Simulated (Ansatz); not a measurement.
C3H6OS can be A, `CCC(=O)S`, or B, `SCC1CO1`.

Calculated with Ansatz (gas phase, PBE0-D4/def2-TZVP geometries, no zero-point term in ΔE). CBS: MP2 limit from def2 TZ/QZ plus the TZ coupled-cluster correction, frozen cores. DFT in def2-TZVPP. One conformer a species, not always the lowest.

A:

Z-matrix (Å, degrees):
```
C
C 1 1.514
H 1 1.091 2 110.3
H 1 1.091 2 111.0 3 120.3
H 1 1.091 2 111.0 3 -120.3
C 2 1.508 1 112.9 3 180.0
H 2 1.096 1 111.6 3 58.9
H 2 1.096 1 111.6 3 -58.9
S 6 1.793 2 112.6 1 -179.9
O 6 1.197 2 124.8 1 0.1
H 9 1.342 6 93.9 2 -180.0
```

B:

Z-matrix (Å, degrees):
```
C
C 1 1.497
S 1 1.809 2 112.3
H 1 1.091 2 110.5 3 124.4
H 1 1.093 2 110.3 3 -116.6
O 2 1.418 1 116.0 3 -164.6
C 2 1.458 1 121.1 3 -96.5
H 2 1.089 1 115.3 3 57.1
H 3 1.343 1 96.6 2 62.3
H 7 1.088 2 119.2 1 -0.3
H 7 1.087 2 119.9 1 152.9
```

Q: Which isomer does CCSD(T)/CBS put lower? Give the gap. (Estimate.)

A: Ansatz gave: A, by 142.8 kJ/mol.

Q: Give E(B) − E(A) in kJ/mol with MP2/def2-TZVPP, CCSD/def2-TZVPP, B2PLYP, r2SCAN-D4, ωB97M-V, PBE0-D4, CCSD(T)/def2-TZVPP. (Estimate.)

A: Computed: MP2/def2-TZVPP 142.7, CCSD/def2-TZVPP 141.3, B2PLYP 153.7, r2SCAN-D4 153.6, ωB97M-V 142.7, PBE0-D4 140.6, CCSD(T)/def2-TZVPP 144.3. None reverses the order clearly.

Largest T1 diagnostic: 0.014.

From PBE to PBE0 (25 % exact exchange), in def2-TZVPP and without D4, E(B) − E(A) moves by −8.4 kJ/mol. In def2-TZVPP, CCSD(T) changes the Hartree–Fock value by −8.0 kJ/mol (the triples alone add +3.0 kJ/mol) and MP2 by −9.6 kJ/mol.
